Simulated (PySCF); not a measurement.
## Carbon: a sound run and one with changed settings

Sound run: C [He] 2s2 2p2, C⁺ [He] 2s2 2p1. Calculation: PySCF 2.14, in cc-pVDZ (3s2p1d, 14 functions); the non-relativistic Hamiltonian (point nucleus). In the sound run the correlated levels freeze 1s2. The sound run starts from symmetry-adapted Hartree-Fock orbitals and uses a fine grid where one is needed.

Changed run: a valence shell is frozen. This setting is unsound on purpose.

| species | method | sound run (hartree) | changed run (hartree) | converged |
| --- | --- | --- | --- | --- |
| C | MP2 | -37.73831 | -37.69207 | yes |
| C | CCSD(T) | -37.76038 | -37.69417 | yes |

Ionisation energy of C:

| method | sound run (eV) | changed run (eV) |
| --- | --- | --- |
| UHF | 10.803 | 10.803 |
| MP2 | 11.088 | 10.954 |
| SCS-MP2 | 10.982 | 10.854 |
| CCSD | 10.972 | 11.011 |
| CCSD(T) | 10.979 | 11.011 |
| CCSDT | n/a | 11.011 |
| FCI | n/a | 11.011 |

Freezing a valence shell removes pair correlation that changes on ionisation.

For comparison, NIST gives 11.260 eV between the lowest levels.
